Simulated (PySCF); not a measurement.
CH₃O, SMILES C=[OH+], charge +1.

Geometry optimised at PBE-D3(BJ)/def2-TZVP. The isomer is the one that the SMILES or the coordinates give; other isomers of the formula were not compared.

All values below come from PySCF with B3LYP/def2-TZVPD.

Symmetry labels are those of the subgroup Cs that the program uses (full group Cs).

Question: List the valence orbital energies around the gap with their symmetry. (Estimate from the structure and the level; the computed values follow.)

Answer: 
```tsv
orbital	symmetry	energy (eV)
HOMO−7	A'	-531.52
HOMO−6	A'	-288.66
HOMO−5	A'	-39.21
HOMO−4	A'	-27.45
HOMO−3	A'	-23.90
HOMO−2	A'	-21.95
HOMO−1	A"	-20.34
HOMO	A'	-18.33
LUMO	A"	-10.40
LUMO+1	A'	-6.35
LUMO+2	A'	-4.71
LUMO+3	A'	-3.86
```
